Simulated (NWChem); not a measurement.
System: ammonia (NH₃); SMILES N

Results from NWChem. Pople sets run with spherical d functions. Each level has its own optimisation. Entropies are gas-phase, rigid-rotor, harmonic values for NWChem's default masses at 298.15 K and 1 bar, so the errors hold that model's part too (torsions, anharmonicity).

Measured entropy at 1 bar: 46.1 cal/(mol K) (CRC Handbook, as tabulated in the package chemicals).

| level | entropy at 1 bar (cal/(mol K)) | computed − measured |
|---|---|---|
| Hartree-Fock/STO-3G | 46.0 | -0.1 |
| Hartree-Fock/3-21G | 46.0 | -0.1 |
| Hartree-Fock/6-31G* | 45.9 | -0.2 |
| B3LYP/6-31G* | 46.0 | -0.1 |
| LDA (Slater exchange, VWN5)/def2-SVP | 46.1 | 0.0 |
| PBE/def2-SVP | 46.1 | 0.0 |
| BLYP/def2-SVP | 46.1 | 0.0 |
| PBE0/def2-SVP | 46.0 | -0.1 |
